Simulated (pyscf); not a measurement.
Structures and frequencies: ωB97X-D3(BJ)/def2-SVP in PySCF.

### Question
Estimate by transition-state theory the rate constant of [HN=SiH]• + H₂ -> H₂N–SiH: [singlet] + H• (doublet surface; H–H broken, H–N formed) at 298 K, with ωB97M-D3(BJ)/def2-TZVP energies (ideal gas, 1 atm, RRHO with modes under 100 cm⁻¹ raised to 100, one conformer, R ln 2 for chiral ones without a mode under 150 cm⁻¹; no tunnelling).

### Answer
The electronic barrier is 17.5 kcal/mol and the thermal terms add +7.1, so ΔG‡ = 24.6 kcal/mol. With k_BT/h = 6.21e+12 s⁻¹ and RT = 0.592 kcal/mol, and a volume of 4.06e-20 cm³ per molecule at 1 atm, k = 2.4e-25 cm³ molecule⁻¹ s⁻¹. Wigner's tunnelling factor for 1805i cm⁻¹ would be 4.16, likely too low at so high a frequency. A shift of 1 kcal/mol in the barrier changes k by a factor 5.4. One saddle was located; it need not be the lowest between these sides. The angle at the transferred H is 174°.
